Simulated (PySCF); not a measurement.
# Boron: a sound run and one with changed settings

Sound run: B [He] 2s2 2p1, B+ [He] 2s2. Calculation: PySCF 2.14, in def2-TZVP (5s3p2d1f, 31 functions); the non-relativistic Hamiltonian (point nucleus). The sound run starts from symmetry-adapted Hartree-Fock orbitals and uses a fine grid where one is needed.

Changed run: 6 angular points. This setting is unsound on purpose.

```
species  method  sound run (hartree)  changed run (hartree)  converged
      B     UHF            -24.53233              -24.53233        yes
      B     PBE            -24.61008              -25.02739        yes
      B    PBE0            -24.61828              -24.82641        yes
     B+     UHF            -24.23683              -24.23683        yes
     B+     PBE            -24.29148              -24.29148        yes
     B+    PBE0            -24.30057              -24.30057        yes
```

Ionisation energy of B:

```json
{"method": "UHF", "sound run (eV)": "8.041", "changed run (eV)": "8.041"}
{"method": "PBE0", "sound run (eV)": "8.645", "changed run (eV)": "14.309"}
```

A coarse angular grid integrates products of high-l functions wrongly, so density functionals can shift, and the SCF can exploit the error; Hartree-Fock and MP2 need no grid.

For comparison, NIST gives 8.298 eV between the lowest levels.
